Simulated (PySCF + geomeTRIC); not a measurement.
A geometry relaxed with PySCF + geomeTRIC with M06-2X/def2-TZVP, charge 0, multiplicity 1:

```xyz
5

Cl     1.8001    -0.6648    -0.6283
Cl    -0.4155    -0.7921     1.8139
Si    -0.0019    -0.0016     0.0009
Cl    -1.4247    -0.5636    -1.3193
Cl     0.0322     2.0142     0.1374
```

Question: Write the SMILES of this molecule.

Answer: `Cl[Si](Cl)(Cl)Cl`
